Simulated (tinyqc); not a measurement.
Worked calculation: geometry optimisation on the RHF/sto-3g surface (energies and gradients from PySCF), for CH+, spin multiplicity 1. One step of it, computed by the program tinyqc.

Problem. Step 2: move. Quasi-Newton step p = -H^(-1) g (the inverse Hessian comes from BFGS updates; coordinates in the order x, y, z of each atom); steps longer than 0.3 bohr are cut back.

positions after step 1 (bohr):
```
           x         y          z
1C  0.000000  0.000000  -0.212132
2H  0.000000  0.000000   2.185006
```

gradient (hartree/bohr):
```
             x           y            z
1C  0.00000000  0.00000000  -0.04730293
2H  0.00000000  0.00000000   0.04730293
```

inverse Hessian in use (bohr^2/hartree), lower triangle:
```
          1         2         3         4         5         6
1  1.666667
2  0.000000  1.666667
3  0.000000  0.000000  1.417878
4  0.000000  0.000000  0.000000  1.666667
5  0.000000  0.000000  0.000000  0.000000  1.666667
6  0.000000  0.000000  0.248789  0.000000  0.000000  1.417878
```

Give: positions after step 2.

Solution.

positions after step 2 (bohr):
```
         x       y        z
1C  0.0000  0.0000  -0.1568
2H  0.0000  0.0000   2.1297
```
